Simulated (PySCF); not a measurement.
# Atomic charges against the basis set

Compound: acetyl fluoride, C₂H₃FO.
Cartesian coordinates in Å at the PBE0-D3(BJ)/def2-SVP level; atoms count from 1:
```
atom  x, y, z in Å
C1    -0.6379   -0.1346    0.0718
C2     0.8318    0.0468   -0.1046
O3     1.6796   -0.7763   -0.1339
F4     1.1396    1.3497   -0.2265
H5    -0.9508    0.3425    1.0127
H6    -0.8842   -1.2015    0.0932
H7    -1.1770    0.3707   -0.7423
```

PBE0 throughout (PySCF), one geometry, spherical d and f functions. Isolated species at its PBE0-D3(BJ)/def2-SVP geometry, gas phase. Atoms taken as equivalent share a column and are averaged.

Mulliken charges (e):

| basis | functions | C1 | C2 | O3 | F4 | H5/H6/H7 |
| --- | --- | --- | --- | --- | --- | --- |
| STO-3G | 23 | -0.271 | +0.260 | -0.214 | -0.083 | +0.103 |
| 6-31G | 42 | -0.578 | +0.543 | -0.342 | -0.284 | +0.220 |
| 6-31G* | 62 | -0.643 | +0.634 | -0.372 | -0.290 | +0.224 |
| def2-SVP | 71 | -0.121 | +0.237 | -0.179 | -0.200 | +0.088 |
| 6-311+G(2d,p) | 126 | -0.419 | +0.534 | -0.392 | -0.260 | +0.179 |
| def2-TZVP | 142 | -0.365 | +0.312 | -0.243 | -0.165 | +0.154 |

IAO charges (e):

```csv
basis,functions,C1,C2,O3,F4,H5/H6/H7
STO-3G,23,-0.458,+0.320,-0.218,-0.108,+0.155
6-31G,42,-0.501,+0.562,-0.356,-0.265,+0.186
6-31G*,62,-0.486,+0.622,-0.387,-0.278,+0.177
def2-SVP,71,-0.478,+0.616,-0.379,-0.279,+0.173
"6-311+G(2d,p)",126,-0.496,+0.633,-0.395,-0.291,+0.183
def2-TZVP,142,-0.498,+0.638,-0.396,-0.291,+0.182
```

Hirshfeld charges (e):

```tsv
basis	functions	C1	C2	O3	F4	H5/H6/H7
STO-3G	23	-0.049	+0.179	-0.172	-0.049	+0.030
6-31G	42	-0.096	+0.238	-0.230	-0.101	+0.063
6-31G*	62	-0.094	+0.236	-0.237	-0.088	+0.061
def2-SVP	71	-0.114	+0.242	-0.230	-0.088	+0.063
6-311+G(2d,p)	126	-0.111	+0.235	-0.232	-0.094	+0.067
def2-TZVP	142	-0.115	+0.237	-0.233	-0.091	+0.067
```

**Question.** Which scheme is steadiest as the basis changes?

**Answer.** Largest range over the bases for any column: Hirshfeld 0.07 e, IAO 0.32 e, Mulliken 0.52 e. Hirshfeld charges move least and Mulliken charges most, counted in e. Without the minimal STO-3G basis the ranges are Hirshfeld 0.02, IAO 0.08, Mulliken 0.52 e.

**Question.** How much do the charges still move between the two largest bases, 6-311+G(2d,p) and def2-TZVP?

**Answer.** At most, over all atoms: Mulliken 0.222 e, IAO 0.005 e, Hirshfeld 0.004 e.

**Question.** What do the same runs give for the total energy, the frontier levels and the dipole moment?

**Answer.** 
| basis | energy (Eh) | HOMO (eV) | LUMO (eV) | μ (D) |
| --- | --- | --- | --- | --- |
| STO-3G | -249.4004 | -5.12 | 3.20 | 1.79 |
| 6-31G | -252.7475 | -8.85 | -0.41 | 3.08 |
| 6-31G* | -252.8227 | -8.60 | 0.00 | 2.80 |
| def2-SVP | -252.6392 | -8.80 | -0.19 | 2.84 |
| 6-311+G(2d,p) | -252.9121 | -9.04 | -0.49 | 3.02 |
| def2-TZVP | -252.9367 | -8.97 | -0.38 | 2.95 |

The dipole is fixed by the density alone, so its range of 1.29 D shows that the density itself changes with the basis, not only its division among atoms.
